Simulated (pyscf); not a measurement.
Cl–Sn:–Cl [singlet] + H₂ → HCl + Cl–SnH: [singlet] (four-centre exchange; singlet surface; Cl–Sn, H–H broken, Cl–H, H–Sn formed). Single points on ωB97X-D3(BJ)/def2-SVP structures (PySCF, gas phase). Energies in kcal/mol from the separated reactants.

```tsv
level	barrier	reaction energy
PBE/def2-TZVP	[?]	+34.0
B3LYP-D3(BJ)/def2-TZVP	30.1	+34.7
PBE0-D3(BJ)/def2-TZVP	26.9	+33.2
M06-2X/def2-TZVP	33.2	+35.9
ωB97M-D3(BJ)/def2-TZVP	[?]	[?]
HF/def2-TZVP	43.2	+29.1
```

Problem. Complete the blanks.

Solution. 
- PBE/def2-TZVP, barrier: 25.6
- ωB97M-D3(BJ)/def2-TZVP, barrier: 30.9
- ωB97M-D3(BJ)/def2-TZVP, reaction energy: +31.7

On the product side the descent ends in a bound adduct, 9.6 kcal/mol under the separated species and 5.8 kcal/mol under the saddle at ωB97X-D3(BJ)/def2-TZVP. At PBE, B3LYP-D3(BJ), PBE0-D3(BJ), M06-2X, ωB97M-D3(BJ) the saddle lies under the separated products, which points to a path from their complex (located at ωB97X-D3(BJ) alone), and parting the products costs more than the saddle. This is the saddle that the search found; another between the same sides may lie lower. Elements past Kr carry the def2 core potentials, without spin-orbit coupling.
